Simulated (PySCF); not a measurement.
**Which enantiomer?**

Theory: TDDFT B3LYP/def2-SVPD circular dichroism and optical rotation, one conformer, gas phase in PySCF 2.14.0. Geometry: GFN2-xTB.

The highest occupied orbital is unbound at this level, so the values depend on the basis.

Values for one enantiomer of [C4H7O]-, R in 10⁻⁴⁰ esu² cm² (velocity form):
```csv
λ (nm),f,R
436,0.020,-18.8
361,0.012,+6.2
347,0.011,+4.1
342,0.022,-8.5
299,0.039,-7.5
297,0.008,+11.9
292,0.030,+33.4
262,0.007,-9.6
```

[α] at 589.3 nm: -1316 deg dm⁻¹ (g/mL)⁻¹ (origin-invariant length gauge).

Question: Which structure gives these signs?
A. C[C@@H]1C[C@H]1[O-]
B. C[C@H]1C[C@@H]1[O-]

Answer: B. Its CIP labels in SMILES order are S, S; the other enantiomer gives every sign reversed.

The signs above follow by mirror symmetry from the run on the other enantiomer. Geometry of C[C@@H]1C[C@H]1[O-] as run:
```xyz
12

C     1.461    0.191    0.167
C     0.151   -0.112   -0.519
C    -1.084    0.655   -0.084
C    -0.999   -0.865    0.182
O    -1.741   -1.756   -0.369
H     1.874    1.161   -0.144
H     1.318    0.220    1.248
H     2.206   -0.576   -0.055
H     0.245   -0.260   -1.592
H    -0.967    1.354    0.739
H    -1.739    1.016   -0.868
H    -0.723   -1.028    1.269
```
